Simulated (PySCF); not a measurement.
## Solvent effects on NMR parameters

Bonds (- single, = double, # triple, : aromatic): C1=N2 1.261 Å, N2-C3 1.435 Å. C1 carries H4, H5; C3 carries H6, H7, H8. H5 is cis to C3; H4 is trans to C3.

GIAO PBE0/pcSseg-1 in PySCF 2.14 on one PBE0-D3(BJ)/def2-SVP conformer, non-relativistic, equivalent nuclei averaged. Solvents enter as an IEF-PCM continuum (chloroform with ε = 4.7, methanol with ε = 32.6) around the gas-phase geometry. Shifts are referred to TMS computed in the same medium.

Gas phase, δ in ppm: C1 157.4, C3 53.2, H5 7.49, H4 7.13, H6/H7/H8 3.48. Dipole moment 1.54 D.

Question: How does each δ change in the continuum?

Answer: 
```
   atoms                              environment  Δδ, chloroform  Δδ, methanol
      C1                               C=N carbon            +4.4          +6.3
      C3                methyl carbon bonded to N            +0.3          +0.4
      H5                 hydrogen on a C=N carbon           +0.14         +0.20
      H4                 hydrogen on a C=N carbon           +0.09         +0.13
H6/H7/H8  hydrogen on a methyl carbon bonded to N           +0.05         +0.06
```

Changes are relative to the gas phase. The dipole moment becomes 1.88 D in chloroform, 2.03 D in methanol.

Question: Which nuclei move most (in ppm), and what does the model miss?

Answer: C1 (C=N carbon, +6.3 ppm) in methanol. A continuum only polarises the solute; specific hydrogen bonds, the anisotropy of aromatic solvents and changes of geometry or conformer are outside it.
